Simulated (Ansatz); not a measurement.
**Multireference treatment of CH3F, singlet**

Calculated in Ansatz's Gaussian-basis code. Basis aug-cc-pVTZ, nonrelativistic, 2 orbitals frozen in the corrections. State-specific CASSCF; RHF is the lowest restricted (open-shell) Hartree–Fock solution met. No symmetry is imposed, so a solution can break that of the shape. No proof that the lowest CASSCF solution was found.

Geometry:

```xyz
5

C     0.0000    0.0000    0.0000
F     0.0000    0.0000    1.3830
H     1.0296    0.0000   -0.3485
H    -0.5148    0.8917   -0.3485
H    -0.5148   -0.8917   -0.3485
```

Task: What do CASSCF and its corrections give against RHF in CAS(6,4), and what are the occupations?

Result: CASSCF -0.689 eV, SC-NEVPT2 -11.821 eV; occupations 2.00, 2.00, 1.98, 0.02.

Task: Roughly how much CPU time does a whole run from the default start take (median of such runs, summed over threads; nearly all runs on one pinned thread of a shared server, mostly Xeon at 2.3 to 2.6 GHz, by a development driver)?

Result: CAS(6,4): about 4.3 min. Other jobs ran beside these, and the count of passes differs.
